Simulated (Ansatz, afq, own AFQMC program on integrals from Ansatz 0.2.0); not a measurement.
# BH₃S (triplet): AFQMC on the coupled-cluster ladder at distance B1–H4 along a hydrogen transfer = 1.387 Å, cc-pVTZ

How near does AFQMC come to the top of the ladder for BH₃S (triplet)?

Program: Ansatz 0.2.0, Gaussian basis, and an in-house AFQMC program (afq) on its integrals; all values are calculated. Level of theory: cc-pVTZ, frozen cores. These are calculated values, not measurements.

Plan: PBE (unrestricted); CCSD(T) on UHF; r2SCAN (unrestricted); CCSD(T) on UHF; PBE0 (unrestricted); B3LYP (unrestricted); wB97M-V (unrestricted); CCSD(T) on UHF; B2PLYP (unrestricted); Phaseless AFQMC, CISD trial on UHF.

## 1. What is computed

The geometry derives from fragments relaxed apart (PBE0/def2-TZVP) and kept rigid, so it is no stationary point. A hydrogen atom is moved between rigid fragments.

5 atoms, charge 0, spin multiplicity 3.

Atoms are counted from 1 here; the program's logs count them from 0.

Bond lengths: B1–H2 1.193 Å, B1–H3 1.193 Å, B1–H4 1.387 Å. Angles: H2–B1–H3 120.0°, H2–B1–H4 120.0°, H3–B1–H4 120.0°.

## 2. PBE (unrestricted)

in.yaml reads:

```yaml
crystal:
  periodic: [false, false, false]
  atoms:
    - {symbol: B, position_ang: [-2.274656, 0.000000, 0.000000]}
    - {symbol: H, position_ang: [-2.871390, 1.033571, 0.000000]}
    - {symbol: H, position_ang: [-2.871390, -1.033571, 0.000000]}
    - {symbol: H, position_ang: [-0.887656, 0.000000, 0.000000]}
    - {symbol: S, position_ang: [0.975344, 0.000000, 0.000000]}
basis:
  gaussian: {orbitals: cc-pVTZ}
magnetization: {spin_polarized: true, initial_magnetization: 2}
hamiltonian: {xc: {name: PBE}}
output: {orbitals: {seedname: orbitals}}
```

Started as:

```
> ansatz run in.yaml --threads 1 --pin off --events-out ev --progress --plain --max-ram 5632MiB --backend cpu
```

Output:

```text
Functional definition: PBE
  name "PBE"
  cite "Perdew, Burke & Ernzerhof, Phys. Rev. Lett. 77, 3865 (1996) doi:10.1103/PhysRevLett.77.3865"
  parent pbe
  parameter kappa = 0.804
  parameter beta = 0.06672455060314922
  exchange = pbe_x(kappa = kappa, mu = beta*pi^2/3)
  correlation = pbe_c(beta = beta)
660 factors; their error is unknown
mean field evaluation 1: about -11549.3420 eV, gradient 1.5e1 eV
mean field evaluation 2: about -11547.1015 eV, gradient 2.1e1 eV
mean field evaluation 4: about -11551.0320 eV, gradient 1.3e0 eV
mean field evaluation 8: about -11551.0148 eV, gradient 2.5e-1 eV
mean field evaluation 16: about -11551.0150 eV, gradient 4.6e-5 eV
mean field evaluation 32: about -11549.5300 eV, gradient 7.6e0 eV
mean field evaluation 64: about -11550.1073 eV, gradient 8.0e0 eV
mean field -11551.01495990 eV, -424.4919702172 hartree, gradient 1.0e-5 eV, S^2 2.005259; 8 other end points of the search recorded, 0 dependent functions left out
reference -11551.01499457 eV, -424.4919714914 hartree; 13, 11 occupied and 93, 95 virtual orbitals, 660 factors
Total energy: -11551.01499457 eV, -424.4919714914 hartree
```

Wall time 7.5 s (1 thread of AMD EPYC 7R13 (Zen 3), shared host); peak memory 1.6 GiB.

From the report: ⟨S²⟩ of the determinant 2.005 (pure triplet: 2.00).

## 3. CCSD(T) on UHF

in.yaml, as its differences from that of step 2:

```diff
@@ -11,3 +11,2 @@
 magnetization: {spin_polarized: true, initial_magnetization: 2}
-hamiltonian: {xc: {name: PBE}}
-output: {orbitals: {seedname: orbitals}}
+correlation: {method: ccsd_t, electrons: outside_noble_gas, hamiltonian_folder: ham}
```

Started as:

```
> ansatz run in.yaml --threads 1 --pin off --events-out ev --progress --plain --max-ram 16896MiB --backend cuda --devices 0, --max-vram 18GiB
```

Output, cut to the lines that bear on the results:

```text
Functional definition: HF
  name "HF"
  cite "Fock, Z. Phys. 61, 126 (1930) doi:10.1007/BF01340294"
  parent pbe
[...]
593 factors; integrals over basis functions are off by at most 1.4e-3 eV
[...]
mean field -11534.27870044 eV, -423.8769240262 hartree, gradient 1.0e-6 eV, S^2 2.025665; 14 other end points of the search recorded, 0 dependent functions left out
determinant -11534.27870044 eV, -423.8769240262 hartree, with singles and doubles -11542.17466385 eV, -424.1670953295 hartree
determinant -11534.25616234 eV, -423.8760957663 hartree, with singles and doubles -11542.15173581 eV, -424.1662527396 hartree
determinant -11533.47204939 eV, -423.8472801468 hartree, with singles and doubles -11541.36631949 eV, -424.1373892222 hartree
determinant -11534.27870044 eV, -423.8769240262 hartree, with singles and doubles -11542.05703910 eV, -424.1627726997 hartree
determinant -11534.25616234 eV, -423.8760957663 hartree, with singles and doubles -11542.03299623 eV, -424.1618891404 hartree
6 core orbitals not correlated: weight in the atoms' cores, before any rotation towards them, 1.000 or more for the frozen orbitals, at most 0.000 for the correlated occupied ones
reference -11534.27870044 eV, -423.8769240262 hartree; 7, 5 occupied and 93, 95 virtual orbitals, 593 factors
second order -6.57758334 eV of doubles, -0.00000000 eV of singles
cycle   1  -7.77833758 eV  change    1.1e-6 eV  update   3.2e-6
perturbative correction -0.24710409 eV, -0.0090809077 hartree
Total energy: -11542.30414210 eV, -424.1718535674 hartree
```

Wall time 14 s (1 × NVIDIA H100 80GB HBM3 with 1 thread of AMD EPYC 7R13 (Zen 3), shared host); peak host memory 1.6 GiB.

From the report: ⟨S²⟩ of the determinant 2.026 (pure triplet: 2.00); correlation -8.0254 eV; T1 0.013; largest double amplitude 0.04.

This run also writes the integrals to the folder ham.

## 4. r2SCAN (unrestricted)

in.yaml, as its differences from that of step 3:

```diff
@@ -11,2 +11,2 @@
 magnetization: {spin_polarized: true, initial_magnetization: 2}
-correlation: {method: ccsd_t, electrons: outside_noble_gas, hamiltonian_folder: ham}
+hamiltonian: {xc: {name: r2SCAN}}
```

Started as:

```
> ansatz run in.yaml --threads 1 --pin off --events-out ev --progress --plain --max-ram 5632MiB --backend cpu
```

Output, cut to the lines that bear on the results:

```text
Functional definition: r2SCAN
  name "r2SCAN"
  cite "Furness, Kaplan, Ning, Perdew & Sun, J. Phys. Chem. Lett. 11, 8208 (2020) doi:10.1021/acs.jpclett.0c02405"
  cite "Furness, Kaplan, Ning, Perdew & Sun, J. Phys. Chem. Lett. 11, 9248 (2020) doi:10.1021/acs.jpclett.0c03077"
  parent r2scan
[...]
660 factors; their error is unknown
[...]
mean field -11555.78720866 eV, -424.6673471245 hartree, gradient 7.1e-6 eV, S^2 2.010289; 9 other end points of the search recorded, 0 dependent functions left out
reference -11555.78722071 eV, -424.6673475672 hartree; 13, 11 occupied and 93, 95 virtual orbitals, 660 factors
Total energy: -11555.78722071 eV, -424.6673475672 hartree
```

It took 16 s on 1 thread of AMD EPYC 7R13 (Zen 3), shared host; peak memory 1.6 GiB.

From the report: ⟨S²⟩ of the determinant 2.010 (pure triplet: 2.00).

## 5. CCSD(T) on UHF

in.yaml, as its differences from that of step 4:

```diff
@@ -9,4 +9,4 @@
 basis:
-  gaussian: {orbitals: cc-pVTZ}
+  gaussian: {orbitals: def2-TZVPP}
 magnetization: {spin_polarized: true, initial_magnetization: 2}
-hamiltonian: {xc: {name: r2SCAN}}
+correlation: {method: ccsd_t, electrons: outside_noble_gas}
```

Started as:

```
> ansatz run in.yaml --threads 1 --pin off --events-out ev --progress --plain --max-ram 16896MiB --backend cuda --devices 0, --max-vram 18GiB
```

Output, cut to the lines that bear on the results:

```text
Functional definition: HF
  name "HF"
  cite "Fock, Z. Phys. 61, 126 (1930) doi:10.1007/BF01340294"
  parent pbe
[...]
652 factors; integrals over basis functions are off by at most 1.4e-3 eV
[...]
mean field -11534.09991455 eV, -423.8703537659 hartree, gradient 3.3e-6 eV, S^2 2.026166; 14 other end points of the search recorded, 0 dependent functions left out
determinant -11534.09991455 eV, -423.8703537659 hartree, with singles and doubles -11542.01593621 eV, -424.1612621963 hartree
determinant -11534.07727393 eV, -423.8695217386 hartree, with singles and doubles -11541.99230887 eV, -424.1603939075 hartree
determinant -11533.29262936 eV, -423.8406865824 hartree, with singles and doubles -11541.20652975 eV, -424.1315170577 hartree
determinant -11534.09991455 eV, -423.8703537659 hartree, with singles and doubles -11541.89823100 eV, -424.1569366096 hartree
determinant -11534.07727393 eV, -423.8695217386 hartree, with singles and doubles -11541.87384395 eV, -424.1560404022 hartree
6 core orbitals not correlated: weight in the atoms' cores, before any rotation towards them, 1.000 or more for the frozen orbitals, at most 0.000 for the correlated occupied ones
reference -11534.09991455 eV, -423.8703537659 hartree; 7, 5 occupied and 102, 104 virtual orbitals, 652 factors
second order -6.58163945 eV of doubles, -0.00000000 eV of singles
cycle   1  -7.79831579 eV  change    6.6e-7 eV  update   2.9e-6
perturbative correction -0.25071908 eV, -0.0092137564 hartree
Total energy: -11542.14894942 eV, -424.1661503415 hartree
```

It took 12 s on 1 × NVIDIA H100 80GB HBM3 with 1 thread of AMD EPYC 7R13 (Zen 3), shared host; peak host memory 1.6 GiB.

From the report: ⟨S²⟩ of the determinant 2.026 (pure triplet: 2.00); correlation -8.0490 eV; T1 0.013; largest double amplitude 0.04.

## 6. PBE0 (unrestricted)

in.yaml, as its differences from that of step 5:

```diff
@@ -9,4 +9,5 @@
 basis:
-  gaussian: {orbitals: def2-TZVPP}
+  gaussian: {orbitals: cc-pVTZ}
 magnetization: {spin_polarized: true, initial_magnetization: 2}
-correlation: {method: ccsd_t, electrons: outside_noble_gas}
+hamiltonian: {xc: {name: PBE0}}
+output: {orbitals: {seedname: orbitals}}
```

Started as:

```
> ansatz run in.yaml --threads 1 --pin off --events-out ev --progress --plain --max-ram 5632MiB --backend cpu
```

Output:

```text
Functional definition: PBE0
  name "PBE0"
  cite "Adamo & Barone, J. Chem. Phys. 110, 6158 (1999) doi:10.1063/1.478522"
  cite "Perdew, Burke & Ernzerhof, Phys. Rev. Lett. 77, 3865 (1996) doi:10.1103/PhysRevLett.77.3865"
  parent pbe
  parameter a = 0.25
  parameter kappa = 0.804
  parameter beta = 0.06672455060314922
  exchange = (1 - a)*pbe_x(kappa = kappa, mu = beta*pi^2/3) + a*exact_x
  correlation = pbe_c(beta = beta)
676 factors; their error is unknown
mean field evaluation 1: about -11551.5473 eV, gradient 9.3e0 eV
mean field evaluation 2: about -11551.9056 eV, gradient 6.0e0 eV
mean field evaluation 4: about -11552.1886 eV, gradient 4.6e-1 eV
mean field evaluation 8: about -11552.1953 eV, gradient 9.5e-3 eV
mean field evaluation 16: about -11552.1953 eV, gradient 1.0e-5 eV
mean field evaluation 32: about -11552.1953 eV, gradient 9.4e-6 eV
mean field -11552.19531132 eV, -424.5353473319 hartree, gradient 9.4e-6 eV, S^2 2.008546; 2 other end points of the search recorded, 0 dependent functions left out
reference -11552.19533762 eV, -424.5353482981 hartree; 13, 11 occupied and 93, 95 virtual orbitals, 676 factors
Total energy: -11552.19533762 eV, -424.5353482981 hartree
```

Wall time 4.2 s (1 thread of AMD EPYC 7R13 (Zen 3), shared host); peak memory 1.6 GiB.

From the report: ⟨S²⟩ of the determinant 2.009 (pure triplet: 2.00).

## 7. B3LYP (unrestricted)

in.yaml, as its differences from that of step 6:

```diff
@@ -11,3 +11,2 @@
 magnetization: {spin_polarized: true, initial_magnetization: 2}
-hamiltonian: {xc: {name: PBE0}}
-output: {orbitals: {seedname: orbitals}}
+hamiltonian: {xc: {name: B3LYP}}
```

Same command.

Output, cut to the lines that bear on the results:

```text
Functional definition: B3LYP
  name "B3LYP"
  cite "Stephens, Devlin, Chabalowski & Frisch, J. Phys. Chem. 98, 11623 (1994) doi:10.1021/j100096a001"
  cite "Becke, Phys. Rev. A 38, 3098 (1988) doi:10.1103/PhysRevA.38.3098"
  cite "Lee, Yang & Parr, Phys. Rev. B 37, 785 (1988) doi:10.1103/PhysRevB.37.785"
  cite "Vosko, Wilk & Nusair, Can. J. Phys. 58, 1200 (1980) doi:10.1139/p80-159"
[...]
676 factors; their error is unknown
[...]
mean field -11558.03073407 eV, -424.7497951625 hartree, gradient 8.9e-7 eV, S^2 2.006681; 2 other end points of the search recorded, 0 dependent functions left out
reference -11558.03095547 eV, -424.7498032987 hartree; 13, 11 occupied and 93, 95 virtual orbitals, 676 factors
Total energy: -11558.03095547 eV, -424.7498032987 hartree
```

Wall time 4.1 s (1 thread of AMD EPYC 7R13 (Zen 3), shared host); peak memory 1.6 GiB.

From the report: ⟨S²⟩ of the determinant 2.007 (pure triplet: 2.00).

## 8. wB97M-V (unrestricted)

in.yaml, as its differences from that of step 7:

```diff
@@ -11,2 +11,3 @@
 magnetization: {spin_polarized: true, initial_magnetization: 2}
-hamiltonian: {xc: {name: B3LYP}}
+hamiltonian: {xc: {name: wB97M-V}}
+output: {orbitals: {seedname: orbitals}}
```

Launched as before.

Output, cut to the lines that bear on the results:

```text
Functional definition: wB97M-V
  name "wB97M-V"
  cite "Mardirossian & Head-Gordon, J. Chem. Phys. 144, 214110 (2016) doi:10.1063/1.4952647"
  cite "Becke, J. Chem. Phys. 107, 8554 (1997) doi:10.1063/1.475007"
  cite "Vydrov & Van Voorhis, J. Chem. Phys. 133, 244103 (2010) doi:10.1063/1.3521275"
  # Of w^i u^j: cxij and so on, Table III.
[...]
  gx(w, u) = 1 - cx + cx01*u + cx10*w
  gss(w, u) = css00 + css04*u^4 + css10*w + css20*w^2 + css43*w^4*u^3
  gos(w, u) = cos00 + cos10*w + (cos20 + cos21*u)*w^2 + (cos60 + cos61*u)*w^6
[...]
      + integral(e_c_pw_mod_opposite_spin*gos(b97_w_opposite, b97_u_opposite)) + vv10(b, c)
667 factors; their error is unknown
146 factors; integrals over basis functions are off by at most 4.5e-5 eV
[...]
mean field -11555.72980750 eV, -424.6652376707 hartree, gradient 6.7e-6 eV, S^2 2.005753; 2 other end points of the search recorded, 0 dependent functions left out
reference -11555.72984803 eV, -424.6652391600 hartree; 13, 11 occupied and 93, 95 virtual orbitals, 667 factors
Total energy: -11555.72984803 eV, -424.6652391600 hartree
```

Wall time 14 s (1 thread of AMD EPYC 7R13 (Zen 3), shared host); peak memory 1.6 GiB.

From the report: ⟨S²⟩ of the determinant 2.006 (pure triplet: 2.00).

## 9. CCSD(T) on UHF

in.yaml, as its differences from that of step 8:

```diff
@@ -9,5 +9,4 @@
 basis:
-  gaussian: {orbitals: cc-pVTZ}
+  gaussian: {orbitals: "def2-QZVPP.json"}
 magnetization: {spin_polarized: true, initial_magnetization: 2}
-hamiltonian: {xc: {name: wB97M-V}}
-output: {orbitals: {seedname: orbitals}}
+correlation: {method: ccsd_t, electrons: outside_noble_gas}
```

Started as:

```
> ansatz run in.yaml --threads 1 --pin off --events-out ev --progress --plain --max-ram 16896MiB --backend cuda --devices 0, --max-vram 18GiB
```

Output, cut to the lines that bear on the results:

```text
Functional definition: HF
  name "HF"
  cite "Fock, Z. Phys. 61, 126 (1930) doi:10.1007/BF01340294"
  parent pbe
[...]
1284 factors; integrals over basis functions are off by at most 8.6e-4 eV
[...]
mean field -11534.44329906 eV, -423.8829729141 hartree, gradient 1.4e-6 eV, S^2 2.027485; 14 other end points of the search recorded, 0 dependent functions left out
determinant -11534.44329906 eV, -423.8829729141 hartree, with singles and doubles -11542.89979777 eV, -424.1937435096 hartree
determinant -11534.42007501 eV, -423.8821194457 hartree, with singles and doubles -11542.87601879 eV, -424.1928696483 hartree
determinant -11533.63111560 eV, -423.8531257225 hartree, with singles and doubles -11542.06997473 eV, -424.1632480751 hartree
determinant -11534.44329906 eV, -423.8829729141 hartree, with singles and doubles -11542.66334888 eV, -424.1850541731 hartree
determinant -11534.42007501 eV, -423.8821194457 hartree, with singles and doubles -11542.63765672 eV, -424.1841100035 hartree
6 core orbitals not correlated: weight in the atoms' cores, before any rotation towards them, 1.000 or more for the frozen orbitals, at most 0.000 for the correlated occupied ones
reference -11534.44329906 eV, -423.8829729141 hartree; 7, 5 occupied and 204, 206 virtual orbitals, 1284 factors
second order -7.10506559 eV of doubles, -0.00000000 eV of singles
cycle   1  -8.22004876 eV  change    1.1e-6 eV  update   3.6e-6
perturbative correction -0.29594017 eV, -0.0108756006 hartree
Total energy: -11542.95928799 eV, -424.1959297349 hartree
```

Wall time 23 s (1 × NVIDIA H100 80GB HBM3 with 1 thread of AMD EPYC 7R13 (Zen 3), shared host); peak host memory 1.6 GiB.

From the report: ⟨S²⟩ of the determinant 2.027 (pure triplet: 2.00); correlation -8.5160 eV; T1 0.014; largest double amplitude 0.04.

## 10. B2PLYP (unrestricted)

in.yaml, as its differences from that of step 9:

```diff
@@ -9,4 +9,5 @@
 basis:
-  gaussian: {orbitals: "def2-QZVPP.json"}
+  gaussian: {orbitals: cc-pVTZ}
 magnetization: {spin_polarized: true, initial_magnetization: 2}
-correlation: {method: ccsd_t, electrons: outside_noble_gas}
+hamiltonian: {xc: {name: B2PLYP}}
+correlation: {electrons: outside_noble_gas}
```

Started as:

```
> ansatz run in.yaml --threads 1 --pin off --events-out ev --progress --plain --max-ram 5632MiB --backend cpu
```

Output, cut to the lines that bear on the results:

```text
Functional definition: B2PLYP
  name "B2PLYP"
  cite "Grimme, J. Chem. Phys. 124, 034108 (2006) doi:10.1063/1.2148954"
  cite "Becke, Phys. Rev. A 38, 3098 (1988) doi:10.1103/PhysRevA.38.3098"
  cite "Lee, Yang & Parr, Phys. Rev. B 37, 785 (1988) doi:10.1103/PhysRevB.37.785"
[...]
593 factors; integrals over basis functions are off by at most 1.4e-3 eV
[...]
mean field -11550.70390715 eV, -424.4805392393 hartree, gradient 4.6e-6 eV, S^2 2.013118; 4 other end points of the search recorded, 0 dependent functions left out
6 core orbitals not correlated: weight in the atoms' cores, before any rotation towards them, 1.000 or more for the frozen orbitals, at most 0.000 for the correlated occupied ones
reference -11550.70404834 eV, -424.4805444281 hartree; 7, 5 occupied and 93, 95 virtual orbitals, 593 factors
second order -8.14649233 eV of doubles, -0.00000000 eV of singles
Total energy: -11552.90360127 eV, -424.5613765073 hartree
```

It took 6 s on 1 thread of AMD EPYC 7R13 (Zen 3), shared host; peak memory 1.6 GiB.

From the report: ⟨S²⟩ of the determinant 2.013 (pure triplet: 2.00).

## 11. Phaseless AFQMC, CISD trial on UHF

It reads the integrals that the CCSD(T) run on this determinant wrote.

Started as:

```
> afq ham --method phaseless --trial cisd --walkers 1000 --populations 20 --least-time 60 --time-step 0.005 --steps-per-block 50 --equilibration-blocks 28 --max-blocks 4000 --target-error 0.00021 --factor-cut 1e-05 --start spin_pure --seed 2949 --release-times 0.24,0.51,0.99,1.62,2.4 --release-step 0.03 --release-every 3 --taylor-order 6
```

Output:

```text
orbitals 100  electrons 7 5  factors 587 of 593
reference energy -423.87692403 Eh
CCSD correlation -0.28584872 Eh in 12 cycles, weight of the determinant in the CISD state 0.8709
energy of the start -424.161726 Eh
 block  time / (1/Eh)  mean weight  energy / Eh
     1     0.250  0.9995  -424.157962
     2     0.500  1.0002  -424.160717
     3     0.750  1.0006  -424.164098
     4     1.000  1.0001  -424.167940
     5     1.250  0.9999  -424.169831
     6     1.500  0.9998  -424.171026
     7     1.750  1.0000  -424.172252
     8     2.000  0.9994  -424.171793
     9     2.250  1.0006  -424.171654
    10     2.500  1.0000  -424.172210
    13     3.250  1.0002  -424.174379
    16     4.000  1.0001  -424.174120
    19     4.750  1.0006  -424.172970
    22     5.500  0.9999  -424.172337
    25     6.250  1.0003  -424.172584
    28     7.000  1.0003  -424.175112
    31     7.750  1.0011  -424.173341
    34     8.500  0.9997  -424.172514
    37     9.250  0.9998  -424.172708
    40    10.000  0.9997  -424.171986
    43    10.750  1.0006  -424.172974
    46    11.500  1.0000  -424.171217
    49    12.250  1.0007  -424.173051
    52    13.000  1.0001  -424.172909
    55    13.750  1.0009  -424.172281
    58    14.500  1.0001  -424.172256
    61    15.250  1.0008  -424.171794
    64    16.000  0.9996  -424.172417
    67    16.750  1.0006  -424.171955
    70    17.500  0.9998  -424.173458
    73    18.250  0.9991  -424.172883
    76    19.000  0.9997  -424.173329
    79    19.750  0.9997  -424.173975
    82    20.500  1.0002  -424.172419
    85    21.250  0.9996  -424.173364
    88    22.000  1.0003  -424.172198
    91    22.750  0.9995  -424.173329
    94    23.500  1.0000  -424.171949
    97    24.250  0.9997  -424.173670
   100    25.000  1.0004  -424.172497
   103    25.750  1.0001  -424.172570
   106    26.500  0.9998  -424.174205
   109    27.250  1.0000  -424.172913
   112    28.000  1.0000  -424.174909
   115    28.750  0.9997  -424.174234
   118    29.500  1.0001  -424.173663
   121    30.250  0.9995  -424.171519
   124    31.000  1.0003  -424.173340
   127    31.750  0.9999  -424.171383
   130    32.500  0.9992  -424.172295
   133    33.250  0.9999  -424.173233
   136    34.000  0.9998  -424.173585
   139    34.750  0.9998  -424.173995
   142    35.500  1.0001  -424.174598
   145    36.250  1.0004  -424.171307
   148    37.000  0.9998  -424.172020
error from the spread of 20 populations
released: time / (1/Eh)  energy / Eh  error  mean overlap
  0.24  -424.171470  0.001589  0.9948
  0.51  -424.173262  0.000155  0.9927
  0.99  -424.173156  0.000114  0.9995
  1.62  -424.173501  0.000166  0.9957
  2.40  -424.173148  0.000255  1.0057
energy -424.172685 +/- 0.000205 Eh
```

Run time: 3.6 min. Hardware: 1 × NVIDIA H100 80GB HBM3 with 2 threads of AMD EPYC 7R13 (Zen 3), shared host; peak host memory 1.9 GiB.

Energy -11542.3268 ± 0.0056 eV. Caveats: constraint bias not in the error.

## 12. AFQMC on the ladder

On the UHF determinant, counted from CCSD(T) (a yardstick, not exact):

```
                                                level  energy (eV)  from CCSD(T) (kcal/mol)  statistical error (kcal/mol)     time
                                                   HF  -11534.2787                  +185.07                                       
                                                  MP2  -11540.8563                   +33.39                                       
                                                 CCSD  -11542.0570                    +5.70                                       
                                              CCSD(T)  -11542.3041                     0.00                                       
Phaseless AFQMC, CISD trial, step 0.005, 1000 walkers  -11542.3268                    -0.52                          0.13  3.6 min
```

The functionals' totals stand on their own zeros and serve differences with other points: PBE -11551.015 eV; r2SCAN -11555.787 eV; PBE0 -11552.195 eV; B3LYP -11558.031 eV; wB97M-V -11555.730 eV; B2PLYP -11552.904 eV.

## 13. Outcome

```
                                       quantity                  value
Phaseless AFQMC, CISD trial on UHF from CCSD(T)  -0.52 ± 0.13 kcal/mol
```

**Reading.** On UHF the phaseless walk with the CISD trial lies -0.52 kcal/mol from CCSD(T), 4 times its error bar. Error bars are statistical and leave out the constraint, the time step and what remains of the start.
